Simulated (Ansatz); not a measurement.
Ansatz (an electronic-structure program) input:
A basis named .json is the Basis Set Exchange file of that set.

Ansatz 0.2 input:
```yaml
crystal:
  periodic: [false, false, false]
  atoms:
    - {symbol: Cl, position_ang: [0.00000000, 0.00000000, 0.00000000]}
basis:
  gaussian:
    orbitals: cc-pVQZ
    fitting: {mean_field: def2-universal-jkfit, correlation: cc-pVQZ-RIFIT.json}
total_charge: -1
magnetization: {spin_polarized: false}
correlation: {method: mp2, electrons: outside_noble_gas}
scf: {lower_state_search: full}
```

Question: Predict the final energy.

Answer: -459.79376 Eh (RI-MP2/cc-pVQZ). The basis has 59 functions.
